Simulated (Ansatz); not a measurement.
# B2+ (quartet): from Hartree-Fock to the top rungs, def2-QZVPP

An exercise on one series of results from a longer session: the logs are not shown, and one member is left open.

The runs use Ansatz 0.2.0, Gaussian basis; def2-QZVPP, core rule «outside noble gas», up to 2 orbitals frozen.

To be run: UHF; ROHF; CCSD(T) on UHF.

**The geometry**

The geometry is a PBE0/def2-TZVP stationary point (not a proven minimum) of the parent state, kept for this charge and spin.

2 atoms, charge 1, spin multiplicity 4.

Atoms are counted from 1 here; the program's logs count them from 0.

Bond lengths: B1–B2 1.704 Å.

The first run:

The input, in.yaml:

```yaml
crystal:
  periodic: [false, false, false]
  atoms:
    - {symbol: B, position_ang: [0.000000, 0.000000, 0.000000]}
    - {symbol: B, position_ang: [0.000000, 0.000000, 1.704200]}
basis:
  gaussian: {orbitals: "def2-QZVPP.json"}
total_charge: 1
magnetization: {spin_polarized: true, initial_magnetization: 3}
hamiltonian: {xc: hf}
output: {orbitals: {seedname: orbitals}}
```

Started as:

```sh
> ansatz run in.yaml --threads 1 --pin off --events-out ev --progress --plain --max-ram 2393MiB
```

Among the steps run: UHF; ROHF; CCSD(T) on UHF.

One of the session's tables, all rows but one given; the rest of the session is left out.

| method | from UCCSD(T) (kcal/mol) |
| --- | --- |
| ROHF | ? |
| UHF | +59.28 |
| UMP2 | +14.07 |
| UCCSD | +2.29 |
| UCCSD(T) | 0 |

Estimate the missing values for ROHF.

**Answer.** from UCCSD(T) (kcal/mol): +60.28. In the column «from UCCSD(T) (kcal/mol)» it is the highest.
